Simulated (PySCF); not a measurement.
Species: propene, C₃H₆, charge 0, multiplicity 1. SMILES: C=CC
Structure (B3LYP-D3(BJ)/def2-TZVP (Ansatz) minimum search):
```xyz
9

C      1.2882     0.1370     0.0119
C      0.0047     0.4726     0.0011
H      1.6023    -0.9010     0.0124
H      2.0710     0.8846     0.0207
H     -0.2612     1.5267     0.0011
C     -1.1384    -0.4921    -0.0114
H     -0.7888    -1.5254    -0.0106
H     -1.7831    -0.3471     0.8604
H     -1.7673    -0.3432    -0.8940
```
Charge 0, spin multiplicity 1.

Dispersion corrections to the total energy (kcal/mol) from the dftd3 and dftd4 libraries through PySCF: D3(BJ) without and D4 with the three-body term, each with the damping fitted for the functional named.

```json
[
 {"functional": "PW6B95", "D3(BJ)": "[?]", "D4": "-2.30"},
 {"functional": "BLYP", "D3(BJ)": "-6.25", "D4": "-6.04"},
 {"functional": "BHLYP", "D3(BJ)": "-3.79", "D4": "-2.79"},
 {"functional": "BP86", "D3(BJ)": "-4.38", "D4": "[?]"},
 {"functional": "revPBE", "D3(BJ)": "-8.11", "D4": "-9.91"},
 {"functional": "PBE0", "D3(BJ)": "-2.50", "D4": "[?]"},
 {"functional": "B2GP-PLYP", "D3(BJ)": "-1.55", "D4": "-1.06"}
]
```

Task: Fill in the missing entries.

Result: 
- PW6B95, D3(BJ): -1.29
- BP86, D4: -3.32
- PBE0, D4: -2.16
